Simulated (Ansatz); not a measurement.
Results of r²SCANh (Ansatz, a quantum-chemistry and plane-wave program, plane waves, PAW) for rock-salt RbBr.

Settings: plane-wave cutoff 520 eV, 6×6×6 k mesh, Fermi–Dirac smearing 0.01 eV, scalar-relativistic PAW data made under PBE.

Results at a series of volumes:

```
V (Å³/atom)  E − E_lowest (meV/atom)  P (GPa)
-----------  -----------------------  -------
39.368                          4.94    0.813
40.283                          1.44    0.419
41.440                          0.00   -0.009
42.476                          1.13   -0.334
43.512                          4.23   -0.614
```

Q: Estimate the bulk modulus from the pressures at 40.283 and 42.476 Å³/atom, and compare it with a fit to all energies.

A: B = −V dP/dV. Between V = 40.283 and 42.476 Å³/atom, dP/dV = (-0.334 − (0.419))/(42.476 − 40.283) = -0.343 GPa per Å³/atom; at the midpoint 41.380 Å³/atom this gives B ≈ 14.2 GPa. The third-order Birch–Murnaghan fit gives V0 = 41.415 Å³/atom, B0 = 14.1 GPa, B′ = 5.1, which lies within 1 % of that estimate.

Measured, for comparison: bulk modulus 16 GPa (4 K, zero-point motion not removed; as tabulated in Doll and Stoll (1998), arXiv:cond-mat/9801031); equilibrium volume per atom 39.69 Å³/atom (low temperature, zero-point motion not removed; as tabulated in Doll and Stoll (1998), arXiv:cond-mat/9801031). Computed (rounded) less measured: bulk modulus -12 %, equilibrium volume per atom +4.4 %.

Computed values are for the static lattice.
